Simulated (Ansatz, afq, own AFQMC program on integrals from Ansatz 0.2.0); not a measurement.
Integrals from Ansatz 0.2.0, then the random walk in our own AFQMC program (afq).

```yaml
crystal:
  periodic: [false, false, false]
  atoms:
    - {symbol: Si, position_ang: [0.000000, 0.000000, 1.738419]}
    - {symbol: Ga, position_ang: [0.000000, 0.000000, -0.661784]}
    - {symbol: H, position_ang: [0.000000, -1.413153, -1.330835]}
    - {symbol: H, position_ang: [0.000000, 1.413153, -1.330835]}
basis:
  gaussian: {orbitals: cc-pVDZ}
magnetization: {spin_polarized: true, initial_magnetization: 3}
correlation: {method: ccsd_t, electrons: outside_noble_gas, hamiltonian_folder: ham}
```

```sh
$ ansatz run in.yaml --threads 1 --pin off --events-out ev --progress --plain --max-ram 1382MiB
```

Options of the walk:

```
--method phaseless --trial cisd --walkers 60 --populations 1 --least-time 40 --time-step 0.005 --steps-per-block 50 --equilibration-blocks 28 --max-blocks 300 --target-error 0.00036 --factor-cut 1e-05 --start spin_pure --seed 9582 --release-times 0.24,0.51,0.99,1.62,2.4 --release-step 0.03 --release-every 4 --taylor-order 6
```

Times are imaginary, in 1/Eh. The walk had a cap of 1002 s. Filled inner d shells are frozen with the cores.

Output of the walk:

```
orbitals 36  electrons 6 3  factors 288 of 593
reference energy -2213.22394648 Eh
CCSD correlation -0.14833033 Eh in 11 cycles, weight of the determinant in the CISD state 0.8787
energy of the start -2213.372215 Eh
 block  time / (1/Eh)  mean weight  energy / Eh
     1     0.250  1.0014  -2213.370579
     2     0.500  0.9982  -2213.370521
     3     0.750  1.0016  -2213.370743
     4     1.000  0.9978  -2213.371987
     5     1.250  1.0001  -2213.372560
    10     2.500  1.0001  -2213.374634
    29     7.250  0.9998  -2213.376557
    49    12.250  0.9987  -2213.375510
    69    17.250  0.9982  -2213.381181
    89    22.250  1.0010  -2213.376022
   109    27.250  0.9993  -2213.378268
   117    29.250  1.0016  -2213.363865
   129    32.250  1.0005  -2213.377015
   149    37.250  1.0014  -2213.378278
   165    41.250  0.9995  -2213.381974
   169    42.250  1.0000  -2213.378632
   185    46.250  1.0022  -2213.376564
blocks merged  error / Eh  count
     1  0.000189  160
     2  0.000232  80
     4  0.000279  40
     8  0.000291  20
    16  0.000328  10
released: time / (1/Eh)  energy / Eh  error  mean overlap
  0.24  -2213.377822  0.000344  1.0057
  0.51  -2213.377955  0.000341  0.9915
  0.99  -2213.377972  0.000307  0.9910
  1.62  -2213.377930  0.000298  0.9934
  2.40  -2213.377719  0.000314  0.9981
energy -2213.377680 +/- 0.000291 Eh
(rows thinned)
```

The run passed its tests (sampling time, drift between the halves within three errors, error under three times the target), which doesn't prove that it has relaxed.

Against this walk (error 7.9 meV) on the same determinant: CCSD(T) 33.4 meV higher, CCSDT(Q) 6.0 meV lower (within the noise). The error is statistical and leaves out the bias of the constraint. Released to 2.40 1/Eh the energy moves by -1 ± 12 meV (both errors), within twice the noise.

Cautions: constraint bias not in the error; no relativity below Rb; no spin-orbit coupling; inner d shell frozen; lower spins were not checked.

The walk took 5.2 min on 1 thread of Intel(R) Xeon(R) Platinum 8259CL CPU @ 2.50GHz (Skylake/Cascade Lake), with other jobs on the host. The log's last line is the phaseless energy.

CCSDT and higher add their correlation energy to the determinant of the CCSD(T) run, since their own runs factorise the integrals more tightly (a shift of under 2 meV). A walk keeps the symmetry of its determinant, which the program's search chose and which needn't be the lowest solution, so a lower state of the same spin and another symmetry isn't excluded.
